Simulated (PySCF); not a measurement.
Compound: C5H14N (charge +1).
Bonds: C1–N2, N2–C3, C3–C4, C3–C5, C3–C6. Hydrogens: H7, H8, H9 on C1; H10, H11 on N2; H12, H13, H14 on C4; H15, H16, H17 on C5; H18, H19, H20 on C6.

Theory: PBE0-D3(BJ)/def2-SVP geometry optimisation, gas phase in PySCF.

(1) List the bond lengths, angles and torsions at this level.

Results:

(1) 
```
                   bond  length (Å)
                  C1–N2       1.483
                  N2–C3       1.538
    C3–C4, C3–C5, C3–C6       1.522
    C1–H7, C1–H8, C1–H9       1.096
         N2–H10, N2–H11       1.028
C4–H12 and 8 like bonds       1.100
```

Bonds in one row agree within 0.01 Å and their mean is given. A selection of angles:
```
     angle  degrees
  N2–C1–H7    108.8
  H7–C1–H8    109.6
  C1–N2–C3    118.7
 C1–N2–H10    109.0
 C3–N2–H10    107.0
H10–N2–H11    105.1
  N2–C3–C4    104.9
  N2–C3–C5    108.3
  C4–C3–C5    111.4
 C3–C4–H12    111.9
 C3–C4–H14    109.4
H12–C4–H13    109.0
H12–C4–H14    107.2
 C3–C5–H15    112.7
```

Dihedral angles: C1–N2–C3–C4 -179° (antiperiplanar).

The C–N distances run from 1.483 Å (C1–N2, drawn single) to 1.538 Å (N2–C3, drawn single), a spread of 0.055 Å. All 3 C–C bonds measure 1.521 to 1.524 Å. Of the pairs four or more bonds apart, H8···H19 is among the closest relative to their van der Waals radii: 2.25 Å, 94 % of the sum of Bondi's values. N2 (ammonium nitrogen) is distorted tetrahedral (angles from 105.1° to 118.7°).

Point group: Cs (every atom within 0.08 Å of its image). Not checked by PBE0-D3(BJ)/def2-SVP frequencies.

Hardware: x86-64 server, one thread, no GPU, shared host. Cost: 92 s of wall time. These figures are those of the optimisation.
